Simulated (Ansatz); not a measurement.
## Worked example: correlation energy of SiO⁺, doublet

Geometry: that of the SiO, triplet, kept fixed.

```xyz
2

Si    0.0000    0.0000    0.0000
O     0.0000    0.0000    1.7235
```

Basis cc-pVDZ; Ansatz 0.2.0. Only valence electrons are correlated (noble-gas cores frozen), which leaves 9 electrons in 26 orbitals. Prefix R: restricted or restricted open-shell reference; prefix U: unrestricted.

Full CI isn't at hand for all of this; UCCSDT(Q) serves as the reference, and is uncertain by about the last step of the cluster series.

Runs differ by some tens of microhartree through their thresholds and, for an open shell, their frozen cores, so steps under 0.03 kcal/mol mean nothing.

```csv
level,total energy (hartree)
UHF,-363.439194
UMP2,-363.638223
UCCSD,-363.664009
UCCSD(T),-363.670540
UCCSDT,-363.671640
UCCSDT(Q),-363.672367
```

Question: What is the correlation energy at UCCSDT(Q), and what share of it do UMP2 and UCCSD(T) recover?

Answer: E(corr) = -363.672367 − (-363.439194) = -0.233173 hartree = -6.345 eV. UMP2: -0.199029 / -0.233173 = 85.36 %. UCCSD(T): -0.231346 / -0.233173 = 99.22 %.

Question: By how many kcal/mol does UCCSD(T) miss UCCSDT(Q) (1 hartree = 627.509 kcal/mol), and which steps make up the rest?

Answer: -363.670540 − (-363.672367) = 0.001827 hartree = 1.15 kcal/mol. Steps: UCCSDT − UCCSD(T) = -0.69, UCCSDT(Q) − UCCSDT = -0.46 kcal/mol. Differences between like states or geometries often cancel part of this.
